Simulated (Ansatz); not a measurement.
A nudged elastic band was laid between two geometries of HMgOSi (4 atoms, charge 0, multiplicity 2).

These are results of UKS CAM-B3LYP/def2-mTZVP (Ansatz), not measurements.

```
movable images  : 5
climbing image  : yes
spring          : 5.0 eV/Å²
optimiser       : quadratic models (default)
start path      : through a guess of the saddle point
force threshold : 0.05 eV/Å
iteration limit : 60
end points      : relaxed
```

Initial state:

```xyz
4
Properties=species:S:1:pos:R:3
O 0.775 0.083 0.024
Mg 1.124 -1.127 1.366
Si -0.280 0.840 -0.938
H -1.619 0.204 -0.452
```

Final state:

```xyz
4
Properties=species:S:1:pos:R:3
O -0.661 0.057 -0.970
Mg 1.657 -1.132 1.837
Si 0.567 0.901 -0.222
H -1.563 0.175 -0.646
```

Problem. Which bonds break or form, and what moves?

Solution. Bonds broken: O1–Mg2, Si3–H4. Bonds formed: O1–H4.

Problem. What energy profile does the band end with?

Solution. The forces met the threshold. The highest image is number 3 of 0 to 6, 2.84 eV above the first end and 1.74 eV above the last; the last end lies 1.09 eV above the first. Neighbouring images differ by up to 2.0 eV, so the band resolves the path poorly. A vibrational analysis at the climbing image gives one clearly imaginary mode, 1973i cm⁻¹: a first-order saddle point.

```
image  path coordinate (Å)  energy (eV)  O1–Mg2 (Å)  Si3–H4 (Å)  O1–H4 (Å)
    0                 0.00         0.00        1.84        1.56       2.44
    1                 0.47         0.01        1.83        1.55       2.43
    2                 0.95         0.81        1.89        1.52       1.90
    3                 1.42         2.84        2.28        1.65       1.32
    4                 2.38         1.19        3.35        2.29       0.97
    5                 3.34         1.18        3.87        2.29       0.97
    6                 4.30         1.09        3.83        2.29       0.97
```

Problem. What is the geometry of the highest image?

Solution. 
```xyz
4
Properties=species:S:1:pos:R:3
O -0.110 -0.114 0.083
Mg 1.438 -1.149 1.392
Si -0.046 1.088 -1.037
H -1.283 0.175 -0.438
```

The band took 26 iterations and roughly 9 core-minutes.

Run time: 4.5 min on 2 threads of Arm Neoverse V1, with other jobs on the host, peak memory 0.17 GiB.
